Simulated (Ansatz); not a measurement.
# Al₂B+ (quintet): wave-function methods side by side, def2-QZVPP

An exercise on one series of results from a longer session: the logs are not shown, and one member is left open.

Computed with Ansatz 0.2.0, Gaussian basis. Level: def2-QZVPP, core rule «outside noble gas», up to 11 orbitals frozen.

To be run: UHF; ROHF; CCSD(T) on UHF.

3 further runs of the same task are left out: 1 that didn't finish, 2 set aside as unsound or not needed. Runs told in other sessions of the task aren't counted.

## The geometry

The geometry is a PBE0/def2-TZVP stationary point (not a proven minimum) of the parent state, kept for this charge and spin.

3 atoms, charge 1, spin multiplicity 5.

Atoms are counted from 1 here; the program's logs count them from 0.

Bond lengths: Al1–Al2 2.726 Å, Al2–B3 2.006 Å. Angles: Al1–Al2–B3 180.0°.

The first run:

in.yaml

```yaml
crystal:
  periodic: [false, false, false]
  atoms:
    - {symbol: Al, position_ang: [0.000000, 0.000000, 2.486400]}
    - {symbol: Al, position_ang: [0.000000, 0.000000, -0.240000]}
    - {symbol: B, position_ang: [0.000000, 0.000000, -2.246400]}
basis:
  gaussian: {orbitals: "def2-QZVPP.json"}
total_charge: 1
magnetization: {spin_polarized: true, initial_magnetization: 4}
hamiltonian: {xc: hf}
output: {orbitals: {seedname: orbitals}}
```

The run is started by

```console
> ansatz run in.yaml --threads 1 --pin off --events-out ev --progress --plain --max-ram 2393MiB
```

Among the steps run: UHF; ROHF; CCSD(T) on UHF.

One of the session's tables, all rows but one given; the rest of the session is left out.

| method | from UCCSD(T) (kcal/mol) |
| --- | --- |
| ROHF | ? |
| UMP2 | +26.81 |
| UCCSD | +7.67 |
| UCCSD(T) | 0 |

Q: Estimate the row for ROHF from the others.

**Answer.** from UCCSD(T) (kcal/mol): +114.88. In the column «from UCCSD(T) (kcal/mol)» it is the highest.

Left out of the table: UHF (another determinant or state than the rows shown).

Limits of these values: Warnings: coupled cluster took another determinant than the lowest.
